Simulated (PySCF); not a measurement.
## Bond length, frequency and bond energy of PO by level of theory

State: ²Π (doublet), unpaired electrons π ↑. Set-up: P 3-21G, O 3-21G; no relativity (PySCF 2.14). De refers to P + O in their high-spin ground configurations, without counterpoise correction. The functionals are run spin-unrestricted. A positive dipole means P(−)O(+). Levels whose curve was spin-contaminated or gave no clean fit are not listed.

```
      Level  Re (Å)  ωe (cm⁻¹)  De (eV)  μ (D)  CPU s a point (SCF and correlation, without the integrals)
   UHF-CCSD   1.586       1091     3.32    n/a                                                         n/a
UHF-CCSD(T)   1.601       1047     3.62    n/a                                                        0.23
        LDA   1.582       1104     6.27  -1.44                                                        0.18
        PBE   1.596       1073     5.26  -1.44                                                        0.41
       TPSS   1.593       1081     4.73  -1.50                                                        0.42
     r²SCAN   1.582       1114     4.58  -1.60                                                        0.73
       PBE0   1.569       1163     4.25  -1.74                                                        0.51
     M06-2X   1.555       1212     4.32  -1.97                                                        0.78
  CAM-B3LYP   1.560       1186     4.37  -1.78                                                        0.34
```

The bond length runs from 1.555 Å (M06-2X) to 1.601 Å (UHF-CCSD(T)). De spans 3.32 eV (UHF-CCSD, coupled cluster) to 6.27 eV (LDA, local density).

Correlated steps freeze 6 core orbitals. Counting both spins, an empty level lies below a filled one in some of these solutions, because spin and occupation are held. 3-21G is very small, so such numbers show the basis as much as the molecule. The state is the lowest determinant that a PBE0 search found; another state may lie lower at other levels.

The whole job (state search and all levels along the bond) took about 0.81 min on 1 thread of Arm Neoverse V2 (shared host), peak memory 0.34 GiB.
